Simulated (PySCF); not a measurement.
# LiO: script and output

Input:

```python
from pyscf import gto, scf

mol = gto.M(
    atom='Li 0 0 0; O 0 0 1.753',
    basis='6-311g**',
    charge=0,
    spin=1,
    verbose=4,
)
mf = scf.UHF(mol)
mf = mf.density_fit(auxbasis='def2-universal-jkfit')
mf.kernel()
mf.analyze()
print('orbital energies (hartree):', [e[max(0, n-3):n+3].round(4) for e, n in zip(mf.mo_energy, mol.nelec)])
```

```bash
$ OMP_NUM_THREADS=1 python input.py
```

Output (some set-up lines and the per-cycle HOMO/LUMO lines with their warnings removed):

```
PySCF version 2.14.0

[INPUT] Symbol           X                Y                Z      unit          X                Y                Z       unit  Magmom
[INPUT]  1 Li     0.000000000000   0.000000000000   0.000000000000 AA    0.000000000000   0.000000000000   0.000000000000 Bohr   0.0
[INPUT]  2 O      0.000000000000   0.000000000000   1.753000000000 AA    0.000000000000   0.000000000000   3.312689896363 Bohr   0.0

nuclear repulsion = 7.24486769086138
number of shells = 16
number of NR pGTOs = 62
number of NR cGTOs = 36
basis = 6-311g**
ecp = {}

******** <class 'pyscf.df.df_jk.DFUHF'> ********
method = DFUHF
initial guess = minao
damping factor = 0
level_shift factor = 0
DIIS = <class 'pyscf.scf.diis.CDIIS'>
SCF conv_tol = 1e-09
SCF max_cycles = 50
number electrons alpha = 6  beta = 5
******** <class 'pyscf.df.df.DF'> ********
auxbasis = def2-universal-jkfit
init E= -81.7798529969307

cycle= 1 E= -82.2614997981707  delta_E= -0.482  |g|= 0.272  |ddm|= 0.699
cycle= 2 E= -82.2876990678391  delta_E= -0.0262  |g|= 0.162  |ddm|= 0.278
cycle= 3 E= -82.2965850169306  delta_E= -0.00889  |g|= 0.0188  |ddm|= 0.0874
cycle= 4 E= -82.2969988921375  delta_E= -0.000414  |g|= 0.00806  |ddm|= 0.0215
cycle= 5 E= -82.2971265818026  delta_E= -0.000128  |g|= 0.00361  |ddm|= 0.0138
cycle= 6 E= -82.2971606125606  delta_E= -3.4e-05  |g|= 0.00137  |ddm|= 0.00907
cycle= 7 E= -82.2971662696573  delta_E= -5.66e-06  |g|= 0.000422  |ddm|= 0.00417
cycle= 8 E= -82.2971667993517  delta_E= -5.3e-07  |g|= 6.81e-05  |ddm|= 0.0015
cycle= 9 E= -82.2971668080878  delta_E= -8.74e-09  |g|= 1.57e-05  |ddm|= 0.000149
cycle= 10 E= -82.2971668085578  delta_E= -4.7e-10  |g|= 4.6e-06  |ddm|= 3.37e-05
Extra cycle  E= -82.2971668085847  delta_E= -2.69e-11  |g|= 2.51e-06  |ddm|= 5.72e-06
converged SCF energy = -82.2971668085847  <S^2> = 0.75766264  2S+1 = 2.007648
**** SCF Summaries ****
Total Energy =                         -82.297166808584691
Nuclear Repulsion Energy =               7.244867690861382
One-electron Energy =                 -129.182049377874534
Two-electron Energy =                   39.640014878428460
Two-electron Coulomb Energy =           49.753925744321769
DFT Exchange-Correlation Energy =      -10.113910865893310
**** MO energy ****
                             alpha | beta                alpha | beta
MO #1   energy= -20.453831617441   | -20.416160356345   occ= 1 | 1
MO #2   energy= -2.4479707897514   | -2.44906491830371  occ= 1 | 1
MO #3   energy= -1.16014385566081  | -0.992609188948045 occ= 1 | 1
MO #4   energy= -0.480825415629816 | -0.363425567262002 occ= 1 | 1
MO #5   energy= -0.410793791320933 | -0.336200137779755 occ= 1 | 1
MO #6   energy= -0.390987132535945 | -0.00719246988877131 occ= 1 | 0
MO #7   energy= -0.00719429865936405 | 0.038799500035328  occ= 0 | 0
MO #8   energy= 0.0454422457853603 | 0.0502187170567529 occ= 0 | 0
MO #9   energy= 0.0490890817952739 | 0.082516078419804  occ= 0 | 0
[27 lines left out]

To work with the spin densities directly, `use mulliken_meta_spin()` only printing them here.

 ** Mulliken spin pop alpha/beta on meta-lowdin orthogonal AOs **
 ** Mulliken Spin Density (per AO)  **
 ** Mulliken Spin Density (per atom)  **
spin density of  0 Li =     -0.02471
spin density of  1 O =      1.02471
 ** Mulliken pop alpha/beta on meta-lowdin orthogonal AOs **
 ** Mulliken pop       alpha | beta **
pop of  0 Li 1s        0.99973 | 0.99973
pop of  0 Li 2s        0.03890 | 0.04878
pop of  0 Li 3s        0.00073 | 0.00142
pop of  0 Li 4s        0.00140 | 0.00222
pop of  0 Li 2px       0.00641 | 0.00383
pop of  0 Li 2py       0.01226 | 0.02384
pop of  0 Li 2pz       0.00109 | 0.00183
pop of  0 Li 3px       0.00056 | 0.00020
pop of  0 Li 3py       0.00084 | 0.00123
pop of  0 Li 3pz       0.00560 | 0.00826
pop of  0 Li 4px       0.00019 | 0.00011
pop of  0 Li 4py       0.00037 | 0.00070
[24 lines left out]
In total             6.00000 | 5.00000
 ** Mulliken atomic charges   ( Nelec_alpha | Nelec_beta ) **
charge of  0Li =      0.83483  (     1.07023      1.09494 )
charge of  1O =     -0.83483  (     4.92977      3.90506 )
Dipole moment(X, Y, Z, Debye):  0.00000, -0.00000, -6.89069
orbital energies (hartree): [array([-0.4808, -0.4108, -0.391 , -0.0072,  0.0454,  0.0491]), array([-0.9926, -0.3634, -0.3362, -0.0072,  0.0388,  0.0502])]
```

In short: E(SCF) = -82.297167 Eh, 10 cycles, ⟨S²⟩ = 0.758, μz(SCF) = -6.89 D.

It ran on Arm Neoverse V1 (1 thread, shared host) in 1 s, peak memory 0.12 GiB.

The bond length is a typed value, not an optimised one. No search for the lowest solution was made.
